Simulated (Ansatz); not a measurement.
Reaction (isomerisation): `COC(C)F` → `CC(C)(O)F`

Computed with Ansatz on PBE0-D4/def2-TZVP structures; ΔE is electronic, products minus reactants. CBS: MP2 limit from def2 TZ/QZ plus the TZ coupled-cluster correction, frozen cores. DFT in def2-TZVPP. HSE06 is defined as in plane-wave codes. One conformer a species, not always the lowest.

`COC(C)F`:

```xyz
12

C     1.871    0.073   -0.042
O     0.567    0.613   -0.061
C    -0.428   -0.327   -0.011
C    -1.756    0.356    0.127
F    -0.426   -1.077   -1.185
H     2.562    0.913    0.007
H     2.017   -0.565    0.839
H     2.073   -0.511   -0.944
H    -0.237   -1.056    0.791
H    -1.894    1.051   -0.703
H    -1.792    0.911    1.065
H    -2.558   -0.382    0.116
```

`CC(C)(O)F`:

```xyz
12

C     0.246   -0.386    1.198
C     0.046    0.400   -0.079
C    -0.027   -0.446   -1.324
O    -1.087    1.191   -0.040
F     1.159    1.241   -0.204
H     1.164   -0.972    1.147
H     0.326    0.298    2.047
H    -0.598   -1.057    1.361
H     0.890   -1.024   -1.438
H    -0.152    0.203   -2.191
H    -0.876   -1.127   -1.266
H    -1.091    1.680    0.789
```

```json
{"level": "HSE06-D4", "ΔE (eV)": "-0.63"}
{"level": "BLYP", "ΔE (eV)": "-0.51"}
{"level": "r2SCANh", "ΔE (eV)": "-0.65"}
{"level": "r2SCAN0", "ΔE (eV)": "-0.66"}
{"level": "CCSD(T)/def2-TZVPP", "ΔE (eV)": "-0.64"}
{"level": "MP2/def2-QZVPP", "ΔE (eV)": "-0.70"}
{"level": "HF/CBS(def2)", "ΔE (eV)": "-0.53"}
{"level": "CCSD/CBS(def2)", "ΔE (eV)": "-0.66"}
```

What does CCSD(T)/CBS give? (Estimate.)

Ansatz gave: -0.67 eV. The listed levels differ from it by 0.04, 0.16, 0.02, 0.01, 0.03, -0.03, 0.14, 0.01 eV.

Largest T1 diagnostic among the species: 0.011.

At CCSD(T), def2-SVP lies +0.05 eV from the extrapolated value and def2-TZVPP +0.03 eV. Leaving LDA and LC-ωPBE aside and taking each functional with its dispersion term where it has one, the values, not all of them listed here, spread over 0.12 eV, from PBE-QIDH to BLYP-D4. LDA lies −0.07 eV from PBE without D4.
